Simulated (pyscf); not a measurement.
Structures and frequencies: ωB97X-D3(BJ)/def2-SVP in PySCF.

**Question.** For HC≡C–OH₂⁺ + H₂ → H₃O⁺ + HC≡CH, a four-centre exchange (singlet surface; C–O, H–H broken, H–O, C–H formed), PBE/def2-TZVP gives ΔE‡ = 28.0 kcal/mol and ΔE = -41.9 kcal/mol (zero: the separated reactants). In which direction and how far do r²SCAN/def2-TZVP, M06-2X/def2-TZVP, ωB97M-D3(BJ)/def2-TZVP move these?

**Answer.** r²SCAN: ΔE‡ = 30.6 kcal/mol, ΔE = -44.5 kcal/mol; M06-2X: ΔE‡ = 38.1 kcal/mol, ΔE = -42.0 kcal/mol; ωB97M-D3(BJ): ΔE‡ = 35.2 kcal/mol, ΔE = -44.5 kcal/mol. PBE's barrier lies under all of them, by 2.7 to 10.1 kcal/mol. Its reaction energy matches one of them and lies within 2.6 kcal/mol of the others. Low barriers are usual for a GGA, whose delocalisation error favours stretched bonds. On the product side the descent ends in a bound adduct (not fully relaxed), 20.7 kcal/mol under the separated species and 99.9 kcal/mol under the saddle at ωB97X-D3(BJ)/def2-TZVP. At the saddle there is also a short C–H contact that neither side keeps. HC≡C–OH₂⁺ lies 84.3 kcal/mol over its isomer H₃C–C⁺=O (electronic energy, ωB97M-D3(BJ)/def2-TZVP). One saddle was located; it need not be the lowest between these sides.
